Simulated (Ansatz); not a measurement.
A made-up structure of CH$_{5}$AlN, doublet:

```xyz
8
angstrom
N -1.1073 0.9858 -0.6375
C 0.1824 0.6382 0.0832
Al 0.9252 -1.3132 0.5460
H -1.8037 0.1796 -0.9995
H -1.4208 2.0472 -0.8393
H 0.8087 1.6360 0.4013
H 2.4735 -1.4591 1.4037
H -0.0581 -2.7146 0.0420
```

It is relaxed with PBE-D4/def2-SVP and then PBE0-D4/def2-TZVP (Ansatz 0.2.0). Atoms count as bonded within 1.22 times the sum of their covalent radii (H–H: 0.88 Å). The end point is not checked to be a true minimum.

(1) Does its bonding change? (A judgement: the text doesn't fix the answer.)

## Answers

(1) Computed: No: no bond forms or breaks.

Where it ends: The first stage lowers the energy by 1.61 eV in 6 steps. It ends as CH₅AlN ([NH2][CH][AlH2]):
```json
{"atom": "N1", "x (Å)": "-0.9887", "y (Å)": "0.8801", "z (Å)": "-0.5692"}
{"atom": "C2", "x (Å)": "0.1628", "y (Å)": "0.5698", "z (Å)": "0.0742"}
{"atom": "Al3", "x (Å)": "0.8262", "y (Å)": "-1.1724", "z (Å)": "0.4875"}
{"atom": "H4", "x (Å)": "-1.6104", "y (Å)": "0.1602", "z (Å)": "-0.8924"}
{"atom": "H5", "x (Å)": "-1.2688", "y (Å)": "1.8278", "z (Å)": "-0.7494"}
{"atom": "H6", "x (Å)": "0.7219", "y (Å)": "1.4608", "z (Å)": "0.3582"}
{"atom": "H7", "x (Å)": "2.2087", "y (Å)": "-1.3024", "z (Å)": "1.2534"}
{"atom": "H8", "x (Å)": "-0.0515", "y (Å)": "-2.4239", "z (Å)": "0.0377"}
```

Labels in which every atom is bracketed show which atoms are joined, not bond orders.

For scale, one of the runs: PBE0-D4/def2-TZVP relaxation, 129 basis functions, launched by `ansatz run in.yaml --threads 2 --pin off --events-out ev --progress --plain --max-ram 4352MiB`. The run took about 11 s on 2 CPU threads of an Intel Xeon 6975P-C (shared host).
